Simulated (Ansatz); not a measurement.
**BH4− (singlet): wave-function methods side by side at distance B1–H5 = 3.371 Å, aug-cc-pVTZ**

Aim: climb from Hartree-Fock through coupled cluster for BH4− (singlet) at one geometry and basis, and see what each rung misses.

The runs use Ansatz 0.2.0, Gaussian basis; aug-cc-pVTZ, core rule «outside noble gas», up to 1 orbitals frozen.

The runs, in order: UHF; CCSD(T) on RHF; CCSD(T) on UHF; BCCD(T) on RHF; CCSDT(Q) on RHF; CCSDT(Q) on UHF.

3 further runs of the same task are left out: 2 for a known fault of the program, 1 set aside as unsound or not needed. Runs told in other sessions of the task aren't counted.

## (1) What is computed

The geometry derives from a PBE0/def2-TZVPD stationary point (not a proven minimum). One bond is set to the value named and the two fragments are kept rigid.

5 atoms, charge -1, spin multiplicity 1.

Atoms are counted from 1 here; the program's logs count them from 0.

Bond lengths: B1–H2 1.239 Å, B1–H3 1.239 Å, B1–H4 1.239 Å. Angles: H2–B1–H3 109.5°, H2–B1–H4 109.5°, H3–B1–H4 109.5°.

## (2) UHF

Contents of in.yaml:

```yaml
crystal:
  periodic: [false, false, false]
  atoms:
    - {symbol: B, position_ang: [-0.083708, 0.083973, 0.083051]}
    - {symbol: H, position_ang: [0.630658, 0.800175, 0.798948]}
    - {symbol: H, position_ang: [-0.802991, -0.628126, 0.798117]}
    - {symbol: H, position_ang: [-0.795392, 0.798740, -0.636940]}
    - {symbol: H, position_ang: [1.865564, -1.871473, -1.850912]}
basis:
  gaussian: {orbitals: aug-cc-pVTZ}
total_charge: -1
magnetization: {spin_polarized: true, initial_magnetization: 0}
hamiltonian: {xc: hf}
output: {orbitals: {seedname: orbitals}}
```

Command:

```bash
> ansatz run in.yaml --threads 1 --pin off --events-out ev --progress --plain --max-ram 2816MiB --backend cpu
```

After this run come: CCSD(T) on RHF; CCSD(T) on UHF; BCCD(T) on RHF; CCSDT(Q) on RHF; CCSDT(Q) on UHF.

Q: Predict the results of all the runs planned. Wanted: RCCSDT(Q) from the RHF energy; RMP2 from RCCSDT(Q); UMP2 from RCCSDT(Q); RCCSD from RCCSDT(Q); RCCSD(T) from RCCSDT(Q); UCCSD(T) from RCCSDT(Q); UCCSDT(Q) from RCCSDT(Q); T1 diagnostic.

As calculated:

| quantity | value |
| --- | --- |
| RCCSDT(Q) from the RHF energy | -5.2500 eV |
| RMP2 from RCCSDT(Q) | +1147.5 meV |
| UMP2 from RCCSDT(Q) | +1231.6 meV |
| RCCSD from RCCSDT(Q) | +208.4 meV |
| RCCSD(T) from RCCSDT(Q) | +40.4 meV |
| UCCSD(T) from RCCSDT(Q) | +68.3 meV |
| UCCSDT(Q) from RCCSDT(Q) | -0.7 meV |
| levels within 1 kcal/mol (43 meV) | RCCSD(T), RCCSDT, UCCSDT, UCCSDT(Q) |
| T1 diagnostic | 0.053 |

In words: RCCSD(T) misses by +40.4 meV, 0.8 % of the correlation energy. CCSD(T) misses by +40.4 meV on the restricted determinant and by +68.3 meV on the unrestricted one; the two need not hold the same state or core. These misses are within one basis, not against nature.
